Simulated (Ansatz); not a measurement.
Relaxation of C2H6FPS (11 atoms, charge 0, multiplicity 1), to a largest force component of 0.02 eV/Å in at most 50 steps.

The calculation used RKS PBE0/def2-SVP (Ansatz).

```xyz
11
Properties=species:S:1:pos:R:3
C 0.945 -0.953 0.543
C -0.233 0.024 0.928
F -1.441 -0.504 0.491
S 0.062 1.694 0.215
P -0.692 1.613 -1.796
H 0.739 -1.873 0.991
H 1.899 -0.531 0.860
H 0.958 -1.058 -0.557
H -0.274 0.133 2.060
H 0.019 0.476 -2.187
H -1.916 0.923 -1.528
```

**Question.** Where does it end, and by what steps?

**Answer.** The run converged. After 10 steps the energy has fallen by 0.245 eV; H11 moved furthest, 0.33 Å.

| step | energy less start (eV) | largest force component (eV/Å) | accepted |
| --- | --- | --- | --- |
| 0 | 0.0000 | 2.714 | yes |
| 1 | -0.1581 | 1.307 | yes |
| 2 | -0.2253 | 0.373 | yes |
| 3 | -0.2320 | 0.094 | yes |
| 4 | -0.2353 | 0.091 | yes |
| 5 | -0.2404 | 0.051 | yes |
| 6 | -0.2404 | 0.277 | no |
| 7 | -0.2442 | 0.033 | yes |
| 8 | -0.2448 | 0.053 | yes |
| 9 | -0.2448 | 0.067 | no |
| 10 | -0.2451 | 0.010 | yes |

```xyz
11
Properties=species:S:1:pos:R:3
C 0.828 -0.908 0.462
C -0.225 0.041 0.970
F -1.466 -0.486 0.736
S -0.113 1.744 0.301
P -0.649 1.578 -1.744
H 0.686 -1.897 0.926
H 1.832 -0.538 0.711
H 0.754 -1.029 -0.629
H -0.121 0.205 2.057
H 0.272 0.572 -2.180
H -1.732 0.661 -1.589
```

Whether the end is a true minimum wasn't checked by a vibrational analysis.

The run took 14 s on 2 threads of AMD EPYC 9R45 96-Core Processor (Zen 5), on a shared host, peak memory 0.26 GiB.
